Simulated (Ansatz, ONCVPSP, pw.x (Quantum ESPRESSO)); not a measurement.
What a changed setting does to a pw.x run (bcc Ta)

Potential: optimised norm-conserving Vanderbilt (ONCV), ONCVPSP 4.0.1.1 (patched build), LDA (Perdew-Wang 92); core [Kr] 4d10 4f14, reference 5s2 5p6 5d3 6s2; waves: 5s+6s: rc 1.70 bohr, ncon 4, nbas 8, qcut 8.3 1/bohr, 2 projectors; 5p: rc 1.80 bohr, ncon 4, nbas 8, qcut 8.6 1/bohr, 2 projectors, debl 2.6 Ha; 5d: rc 2.80 bohr, ncon 3, nbas 8, qcut 5.7 1/bohr, 2 projectors, debl 3.75 Ha; f scattering state at 0.04 Ha: rc 2.30 bohr, ncon 4, nbas 7, qcut 5.6 1/bohr, 1 projector; local part: polynomial inside 1.10 bohr (lpopt 4, dvloc0 6 Ha); core correction: Teter function, fcfact 5.25, rcfact 1.65.

The reference run (k-mesh 14³, cutoffs 65/260 Ry, Fermi–Dirac 0.01 Ry, mixing_beta 0.4, conv_thr 1e-9, no spin) gives 1.06 GPa at 17.128 Å³/atom, where all-electron LAPW gives 1.38 GPa. This run, with its own iteration cap, changes mixing_mode to local-TF.

```
&control
  calculation='scf', prefix='x', pseudo_dir='./', outdir='./tmp', tstress=.true., disk_io='none'
/
&system
  ibrav=0, nat=1, ntyp=1, ecutwfc=65, ecutrho=260, nbnd=14,
  occupations='smearing', smearing='fd', degauss=0.01
/
&electrons
  conv_thr=1e-09, mixing_beta=0.4, electron_maxstep=60, mixing_mode='local-TF'
/
ATOMIC_SPECIES
Ta 1.0 Ta.UPF
CELL_PARAMETERS angstrom
  -1.62386113 1.62386113 1.62386113
  1.62386113 -1.62386113 1.62386113
  1.62386113 1.62386113 -1.62386113
ATOMIC_POSITIONS crystal
Ta 0.0000 0.0000 0.0000
K_POINTS automatic
14 14 14 0 0 0
```

```bash
pw.x < Ta.scf.in > Ta.scf.out
```

**Question.** How does the run end?

**Answer.** It converges in 7 iterations; the free energy moves by +0.0 meV/atom and the pressure by -0.02 GPa. The result is that of the reference run.

```
Message from routine setup:
     using ibrav=0 with symmetry is DISCOURAGED, use correct ibrav instead
     lattice parameter (alat)  =       5.3151  a.u.
     unit-cell volume          =     115.5855 (a.u.)^3
     number of electrons       =        13.00
     number of Kohn-Sham states=           14
     kinetic-energy cutoff     =      65.0000  Ry
     charge density cutoff     =     260.0000  Ry
     scf convergence threshold =      1.0E-09
     Exchange-correlation= SLA  PW   NOGX NOGC
     number of k points=   104  Fermi-Dirac smearing, width (Ry)=  0.0100
     iteration #  1     ecut=    65.00 Ry     beta= 0.40
     total energy              =    -141.23178694 Ry
     estimated scf accuracy    <       0.01866401 Ry
     iteration #  2     ecut=    65.00 Ry     beta= 0.40
     total energy              =    -141.22646955 Ry
     estimated scf accuracy    <       0.00916346 Ry
     iteration #  3     ecut=    65.00 Ry     beta= 0.40
     total energy              =    -141.22794195 Ry
     estimated scf accuracy    <       0.00001593 Ry
     iteration #  4     ecut=    65.00 Ry     beta= 0.40
     total energy              =    -141.22794732 Ry
     estimated scf accuracy    <       0.00000181 Ry
     iteration #  5     ecut=    65.00 Ry     beta= 0.40
     total energy              =    -141.22794765 Ry
     estimated scf accuracy    <       0.00000003 Ry
     iteration #  6     ecut=    65.00 Ry     beta= 0.40
     total energy              =    -141.22794765 Ry
     estimated scf accuracy    <          6.2E-09 Ry
     iteration #  7     ecut=    65.00 Ry     beta= 0.40
     the Fermi energy is    19.2974 ev
!    total energy              =    -141.22794765 Ry
     estimated scf accuracy    <          5.0E-10 Ry
     smearing contrib. (-TS)   =      -0.00533321 Ry
     The total energy is F=E-TS. E is the sum of the following terms:
     one-electron contribution =     -12.08224609 Ry
     hartree contribution      =      13.78702822 Ry
     xc contribution           =     -42.71559468 Ry
     ewald contribution        =    -100.21180190 Ry
     convergence has been achieved in   7 iterations
          total   stress  (Ry/bohr**3)                   (kbar)     P=       10.41
     Message from routine punch:
     Nothing written, as per user request (disk_io='none')
```

The run took about 17 s on one core of a shared host (Neoverse-V2, 96 threads, 742 GiB, load 44).
